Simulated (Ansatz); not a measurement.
This geometry of C4H3 (7 atoms, charge 0, multiplicity 2) is a first-order saddle point.

Level of theory: UKS B3LYP-D4/def2-SVP in Ansatz 0.2.0.

```xyz
7
Properties=species:S:1:pos:R:3
C 0.461 -2.467 0.775
C 0.439 -1.203 0.535
C 0.409 0.113 0.285
C -0.580 0.772 -0.568
H 1.185 0.749 0.755
H -0.398 0.888 -1.641
H -1.516 1.148 -0.143
```

Question: Which two structures does it join? (They come from a converged band through this point; their orientation in space is the band's.)

Answer: No bond is made or broken. The dihedral C2–C3–C4–H7 goes from 1 to -179°. The two ends are copies of one structure, up to a mirror image or an exchange of like atoms.

Initial state:

```xyz
7
Properties=species:S:1:pos:R:3
C 0.207 -2.321 1.169
C 0.377 -1.213 0.553
C 0.479 0.104 0.105
C -0.549 0.755 -0.523
H 1.428 0.635 0.257
H -0.432 1.782 -0.879
H -1.510 0.259 -0.681
```

Final state:

```xyz
7
Properties=species:S:1:pos:R:3
C 0.208 -2.322 1.168
C 0.377 -1.213 0.553
C 0.479 0.104 0.106
C -0.549 0.755 -0.523
H 1.428 0.635 0.258
H -1.510 0.258 -0.683
H -0.433 1.783 -0.878
```

Question: How far does it lie above each of them?

Answer: 113.5 kJ/mol above the first and 113.5 kJ/mol above the second. This is the barrier of this one path; another mechanism may lie lower.

The run took 9.3 min on 1 thread of Intel(R) Xeon(R) Platinum 8375C CPU @ 2.90GHz (Ice Lake), with other jobs on the host, peak memory 0.18 GiB.
